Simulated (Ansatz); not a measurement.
# C4H6 (singlet): wave-function methods side by side, cc-pVDZ

Aim: climb from Hartree-Fock through coupled cluster and multireference methods for C4H6 (singlet) at one geometry and basis, and see what each rung misses.

Program: Ansatz 0.2.0, Gaussian basis. Level of theory: cc-pVDZ, core rule «outside noble gas», up to 4 orbitals frozen. These are calculated values, not measurements.

The runs, in order: UHF; CCSD(T) on RHF; BCCD(T) on RHF; CISD; CCSDT(Q) on RHF; CASSCF and MRCISD+Q, 8 electrons in 8 orbitals; CASSCF and NEVPT2, 8 electrons in 8 orbitals.

18 further runs of the same task are left out: 2 that didn't finish, 16 set aside as unsound or not needed.

### 1 The geometry

The geometry is an MP2(full)/6-31G* stationary point (not a proven minimum).

10 atoms, charge 0, spin multiplicity 1.

Atoms are counted from 1 here; the program's logs count them from 0.

Bond lengths: C1–C2 1.462 Å, C1–H5 1.094 Å, C1–H6 1.094 Å, C1–H7 1.094 Å, C2–C3 1.220 Å, C3–C4 1.462 Å, C4–H8 1.094 Å, C4–H9 1.094 Å, C4–H10 1.094 Å. Angles: C2–C1–H5 111.0°, C2–C1–H6 111.0°, C2–C1–H7 111.0°, H5–C1–H6 107.9°, H5–C1–H7 107.9°, H6–C1–H7 107.9°, C1–C2–C3 180.0°, C2–C3–C4 180.0°, C3–C4–H8 111.0°, C3–C4–H9 111.0°, C3–C4–H10 111.0°, H8–C4–H9 107.9°, H8–C4–H10 107.9°, H9–C4–H10 107.9°.

### 2 UHF

in.yaml reads:

```yaml
crystal:
  periodic: [false, false, false]
  atoms:
    - {symbol: C, position_ang: [0.000000, 0.000000, 2.071955]}
    - {symbol: C, position_ang: [0.000000, 0.000000, 0.609970]}
    - {symbol: C, position_ang: [0.000000, 0.000000, -0.609970]}
    - {symbol: C, position_ang: [0.000000, 0.000000, -2.071955]}
    - {symbol: H, position_ang: [0.000000, 1.020696, 2.464562]}
    - {symbol: H, position_ang: [-0.883949, -0.510348, 2.464562]}
    - {symbol: H, position_ang: [0.883949, -0.510348, 2.464562]}
    - {symbol: H, position_ang: [0.000000, 1.020696, -2.464562]}
    - {symbol: H, position_ang: [0.883949, -0.510348, -2.464562]}
    - {symbol: H, position_ang: [-0.883949, -0.510348, -2.464562]}
basis:
  gaussian: {orbitals: cc-pVDZ}
magnetization: {spin_polarized: true, initial_magnetization: 0}
hamiltonian: {xc: hf}
output: {orbitals: {seedname: orbitals}}
```

Command:

```
$ ansatz run in.yaml --threads 1 --pin off --events-out ev --progress --plain --max-ram 4096MiB --backend cpu
```

The runs that follow: CCSD(T) on RHF; BCCD(T) on RHF; CISD; CCSDT(Q) on RHF; CASSCF and MRCISD+Q, 8 electrons in 8 orbitals; CASSCF and NEVPT2, 8 electrons in 8 orbitals.

Before running them: what should the planned runs give, taken together? Wanted: RCCSDT(Q) below the RHF energy; RMP2 from RCCSDT(Q); RCCSD from RCCSDT(Q); RCCSD(T) from RCCSDT(Q); MRCISD+Q frontier from RCCSDT(Q); T1 diagnostic.

The runs gave:

```
                         quantity        value
   RCCSDT(Q) below the RHF energy  -16.4471 eV
              RMP2 from RCCSDT(Q)  +1752.7 meV
             RCCSD from RCCSDT(Q)   +633.2 meV
          RCCSD(T) from RCCSDT(Q)    +64.2 meV
 MRCISD+Q frontier from RCCSDT(Q)   +307.6 meV
levels within 1 kcal/mol (43 meV)         none
                    T1 diagnostic        0.010
```

**Reading.** RCCSD(T) lands +64.2 meV from the yardstick (0.4 % of the correlation energy). These misses are within one basis, not against nature.
